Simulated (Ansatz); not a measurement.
# Pyrite RuS2

Level of theory: LDA in Ansatz (PAW).

Run with plane-wave cutoff 520 eV, 6×6×6 k mesh, no spin polarisation, scalar-relativistic PAW data made under PBE.

Cell (relaxed at this level):

```
RuS2
1.0
    5.54971     0.00000     0.00000
    0.00000     5.54971     0.00000
    0.00000     0.00000     5.54971
Ru S
4 8
Direct
  0.00000   0.50000   0.50000
  0.50000   0.00000   0.50000
  0.00000   0.00000   0.00000
  0.50000   0.50000   0.00000
  0.61386   0.88614   0.11386
  0.11386   0.61386   0.88614
  0.61386   0.61386   0.61386
  0.38614   0.38614   0.38614
  0.88614   0.11386   0.61386
  0.88614   0.38614   0.11386
  0.11386   0.88614   0.38614
  0.38614   0.11386   0.88614
```

- elastic constant C11: 470 GPa
- elastic constant C12: 77.7 GPa
- elastic constant C44: 109 GPa
- Voigt–Reuss–Hill bulk modulus: 208 GPa
- polycrystal shear modulus (Hill average): 138 GPa
- Young modulus: 340 GPa
- Poisson ratio: 0.228

Elastic constants are with the ions relaxed.

The computed numbers hold no vibrational or temperature effects.

The result took about 50 core-minutes (a rough figure).

Ansatz is a program for electronic structure.
